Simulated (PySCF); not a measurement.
Compound: CClF (singlet state).
Z-matrix (Å and degrees, PBE0-D3(BJ)/def2-SVP geometry), rows numbered from 1:
```
F 
C   1  1.2854
Cl  2  1.7438  1  106.62
```

All values: PBE0/pcSseg-1 and CAM-B3LYP/def2-SVPD (PySCF, non-relativistic), on one gas-phase PBE0-D3(BJ)/def2-SVP geometry that isn't relaxed in the solvent. The solvent is an IEF-PCM continuum (van der Waals radii × 1.2). Only the electrostatic response of the medium enters.

Gas phase at PBE0/pcSseg-1: HOMO -8.12 eV, LUMO -2.91 eV, dipole 0.77 D.

Problem. What does the continuum do to the energy, the frontier levels and the dipole at PBE0/pcSseg-1 in tetrahydrofuran and water?

Solution. 
```csv
solvent,ε,E(solvent) − E(gas) (kJ/mol),polarisation term (kJ/mol),distortion of the solute (kJ/mol),HOMO (eV),LUMO (eV),dipole (D)
tetrahydrofuran,7.426,-4.41,-4.65,0.24,-8.11,-2.82,0.88
water,78.36,-5.52,-5.89,0.37,-8.11,-2.81,0.91
```

Polarisation term: ½ Σ q·V over the induced surface charges. Distortion: the rise of the solute's own energy as its density leaves the gas-phase optimum. From tetrahydrofuran to water the lowering changes by a factor 1.25, Onsager's factor (ε − 1)/(2ε + 1) by 1.21 and ε itself by 10.6.

Problem. How do the nuclear quadrupole coupling constants eQVzz/h respond in tetrahydrofuran?

Solution. 
| nucleus | Q (barn) | gas (MHz) | solvent (MHz) | η gas | η solvent |
| --- | --- | --- | --- | --- | --- |
| 35Cl at Cl3 | -0.0817 | -49.15 | -49.74 | 0.81 | 0.79 |

Gas phase at CAM-B3LYP/def2-SVPD: HOMO -9.63 eV, LUMO -1.81 eV, dipole 0.84 D.

Problem. What does the continuum do to the energy, the frontier levels and the dipole at CAM-B3LYP/def2-SVPD in tetrahydrofuran and water?

Solution. 
| solvent | ε | E(solvent) − E(gas) (kJ/mol) | polarisation term (kJ/mol) | distortion of the solute (kJ/mol) | HOMO (eV) | LUMO (eV) | dipole (D) |
| --- | --- | --- | --- | --- | --- | --- | --- |
| tetrahydrofuran | 7.426 | -4.58 | -4.94 | 0.36 | -9.62 | -1.72 | 1.01 |
| water | 78.36 | -5.75 | -6.34 | 0.59 | -9.62 | -1.71 | 1.06 |

Problem. How does the static polarisability (CAM-B3LYP/def2-SVPD, frozen core, with the continuum's full static response) change?

Solution. 
```csv
medium,isotropic (au),principal values (au),⟨r²⟩ of the electrons (bohr²)
gas,29.4,"23.3, 25.3, 39.5",199.7
tetrahydrofuran,36.2,"28.4, 30.9, 49.5",199.7
water,38.1,"29.9, 32.4, 51.9",199.8
```

The isotropic value in water is 1.30 times the gas-phase one; no cavity-field correction is applied. ⟨r²⟩ is taken about the centre of nuclear charge.

The run took about 2 s of CPU time (one thread, shared machine). This is the whole shielding run at PBE0/pcSseg-1 in water, SCF included.
